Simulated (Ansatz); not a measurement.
**CCSD(T) forces**

SiNH$_{3}$S (SMILES N=[SiH]S), singlet, displaced at random from a GFN2-xTB minimum.

```
6
angstrom
N -1.3146 -0.4066 -0.6643
Si -0.1612 0.5869 -0.2821
S 1.5800 0.2872 0.9562
H -1.3298 -1.4107 -0.4701
H -0.1004 1.9925 -0.6769
H 1.4239 -1.0724 1.1848
```

Ansatz 0.2.0; basis: def2-TZVPP; cores frozen in the correlated methods.

CCSD(T) forces from the calculation:
```tsv
atom	Fx	Fy	Fz (eV/Å)
N1	-0.898	-1.100	-0.474
Si2	1.439	0.043	0.944
S3	-0.282	-0.813	-0.078
H4	-0.027	0.652	-0.025
H5	-0.178	0.101	-0.086
H6	-0.053	1.117	-0.281
```

Task: Which atom feels the largest CCSD(T) force, and how large is it?

Result: Si2, 1.72 eV/Å, along (0.84, 0.03, 0.55).

Root-mean-square difference of the force components from those of CCSD(T): PBE0-D4 0.176; wB97M-V 0.206; r2SCAN-D4 0.106; PBE-D4 0.174; LC-wPBE 0.341; revPBE-D4 0.190 eV/Å.

The T1 diagnostic stays at or below 0.017. These are differences at one structure, and CCSD(T) in triple zeta is itself an approximation.

For scale, one of the runs: CCSD(T)/def2-TZVPP forces, 157 basis functions (an equivalent command: `ansatz run in.yaml --threads 4`). The run took 40 s on 4 CPU threads (shared host), with 1.9 GiB of host memory at its peak.
